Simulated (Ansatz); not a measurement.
**Al₂H₄ (SMILES [AlH2][AlH2]): single points off equilibrium**

An exercise on one series of results from a longer session: the logs are not shown, and one member is left open.

Computed with Ansatz 0.2.0, Gaussian basis. Level: single points in def2-TZVPP.

Cores are frozen in the correlated methods.

### Where the work starts

SMILES `[AlH2][AlH2]`, 6 atoms, charge 0, spin multiplicity 1.

Atoms are counted from 1 here; the program's logs count them from 0.

Bond lengths: Al1–Al2 2.461 Å, Al1–H3 1.646 Å, Al1–H4 1.467 Å, Al2–H5 1.498 Å, Al2–H6 1.663 Å. Angles: Al2–Al1–H3 119.7°, Al2–Al1–H4 128.6°, H3–Al1–H4 111.1°, Al1–Al2–H5 123.6°, Al1–Al2–H6 125.1°, H5–Al2–H6 111.4°.

Coordinates:

```xyz
6

Al   -0.63040   -1.06770   -0.18890
Al    0.65990    1.00350    0.13230
H    -2.07070   -1.26060    0.58400
H    -0.22160   -2.30610   -0.86170
H     2.04220    1.21040   -0.40790
H     0.14180    2.32790    0.99350
```

The first run:

Contents of run/in.yaml:

```yaml
crystal:
  periodic: [false, false, false]
  atoms:
    - {symbol: Al, position_ang: [-0.630400, -1.067700, -0.188900]}
    - {symbol: Al, position_ang: [0.659900, 1.003500, 0.132300]}
    - {symbol: H, position_ang: [-2.070700, -1.260600, 0.584000]}
    - {symbol: H, position_ang: [-0.221600, -2.306100, -0.861700]}
    - {symbol: H, position_ang: [2.042200, 1.210400, -0.407900]}
    - {symbol: H, position_ang: [0.141800, 2.327900, 0.993500]}
basis:
  gaussian: {orbitals: def2-TZVPP}
correlation: {method: ccsd_t}
output: {forces: true}
```

No record of the launch command was kept for these runs.

Steps of the session up to this table: CCSD(T)/def2-TZVPP; PBE0-D4/def2-TZVPP; wB97M-V/def2-TZVPP; r2SCAN-D4/def2-TZVPP; PBE-D4/def2-TZVPP; BLYP-D4/def2-TZVPP; r2SCAN0-D4/def2-TZVPP.

One table of the session follows, with a row left open; its other results are not shown here.

| method | RMS force component (eV/Å) | angle to CCSD(T) forces (°) | dipole (D) |
| --- | --- | --- | --- |
| CCSD(T) | 0.973 | reference | 0.76 |
| PBE0-D4 | 0.964 | 2.7 | 0.73 |
| wB97M-V | 0.939 | 3.3 | 0.79 |
| r2SCAN-D4 | ? | ? | ? |
| PBE-D4 | 0.961 | 6.6 | 0.70 |
| BLYP-D4 | 0.945 | 3.3 | 0.73 |
| r2SCAN0-D4 | 0.964 | 1.3 | 0.76 |

Q: Estimate the row for r2SCAN-D4 from the others.

As computed: RMS force component (eV/Å): 0.961; angle to CCSD(T) forces (°): 1.9; dipole (D): 0.74.
